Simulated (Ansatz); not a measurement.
**Cohesive energy of barium across functionals**

Ansatz, plane waves with scalar-relativistic PAW, 420 eV (500 eV for the SCAN forms).

The free atom is spin-polarised, without symmetry, in a box of 14 × 14.4 × 14.8 Å, in the lowest state that the tried spin starts reached (hybrids start from one state alone); no zero-point energy, no spin-orbit coupling, no dispersion.

The hybrid is evaluated at the semilocal geometry on a coarser k-mesh, and its energy is corrected by the semilocal functional's change from that mesh to the dense one.

```csv
functional,cohesive energy (eV/atom),atom's moment (μB),bound form
PBEsol,2.12,0.0,bcc
m-r²SCAN,2.03,0.0,bcc
PBE,1.88,0.0,bcc
HSE06,1.76,0.0,bcc
PBE0,1.72,0.0,bcc
RPBE,1.66,0.0,bcc
BLYP,1.15,0.0,bcc
```

Q: What does r²SCAN give?

A: 1.99 eV per atom, with 0.0 μB on the free atom.

m-r²SCAN is r²SCAN on the gauge-invariant kinetic-energy density; without spin polarisation the two are equal.
